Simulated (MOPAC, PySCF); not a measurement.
CCl4, SMILES `ClC(Cl)(Cl)Cl`, neutral singlet in the gas phase. 

Cartesian coordinates (Å):
```xyz
5

Cl    -1.0711    -1.4056    -0.2079
C      0.0000     0.0000     0.0000
Cl    -0.9244     1.4957    -0.2730
Cl     1.3358    -0.0938    -1.1717
Cl     0.6597     0.0037     1.6526
```
Charge 0, spin multiplicity 1.

All levels are single points at this geometry (B3LYP-D3(BJ)/def2-TZVP); Pople sets use spherical d functions. Orbital energies aren't observables, and empty levels follow the basis.

PBE/6-31G* in PySCF gives gap (eV) = 4.88.

Task: Estimate the gap (eV) from each of these levels: PBE-D3(BJ)/def2-TZVP in PySCF; ωB97X-D3(BJ)/def2-TZVP in PySCF; B3LYP/3-21G in PySCF; B3LYP/LANL2DZ in PySCF; BP86/6-31G* in PySCF; M06-2X/6-31G* in PySCF; SVWN5/6-31G* in PySCF; HF/6-31G* in PySCF; HF/STO-3G in PySCF; AM1 in MOPAC; PM3 in MOPAC; PM6 in MOPAC.

Result: 
```
level                            gap (eV)
-------------------------------  --------
PBE-D3(BJ)/def2-TZVP in PySCF        4.91
ωB97X-D3(BJ)/def2-TZVP in PySCF     12.28
B3LYP/3-21G in PySCF                 6.95
B3LYP/LANL2DZ in PySCF               7.14
BP86/6-31G* in PySCF                 4.87
M06-2X/6-31G* in PySCF               9.84
SVWN5/6-31G* in PySCF                4.85
HF/6-31G* in PySCF                  15.03
HF/STO-3G in PySCF                  17.44
AM1 in MOPAC                        11.14
PM3 in MOPAC                        10.22
PM6 in MOPAC                        10.05
```
